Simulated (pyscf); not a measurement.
A first-order saddle from PySCF, ωB97X-D3(BJ)/def2-SVP:

```xyz
11

C     -2.7519     0.8030     0.2733
Zn    -0.6036     0.5408     0.4698
C      0.8067    -0.6177    -0.1928
H     -3.1201    -0.1970     0.5614
H     -2.8562     0.9189    -0.8195
H     -3.4361     1.5361     0.7349
H      1.1494    -1.3061     0.5973
H      0.4629    -1.2271    -1.0437
H      1.6817    -0.0341    -0.5211
H     -1.7262     1.5664     1.0885
H     -0.8188     1.9396     1.5656
```
Charge 0, spin multiplicity 1.

Surface: singlet, charge 0. Lowest wavenumbers (cm⁻¹): 1578i, 5, 131, 131, 245.

**Question.** Name the species on either side of this saddle.

**Answer.** H₃C–Zn–CH₃ + hydrogen (H₂) <-> methane (CH₄) + H₃C–ZnH, a four-centre exchange read from left to right: C–Zn, H–H broken and C–H, H–Zn formed. At ωB97M-D3(BJ)/def2-TZVP it lies +1.80 eV from the left side and +2.26 eV from the right (each side as separated species at their lowest minima found). At the saddle there is also a short H–Zn contact that neither side keeps. One saddle was located; it need not be the lowest between these sides. Elements up to Kr have no core potential and no relativistic terms here.
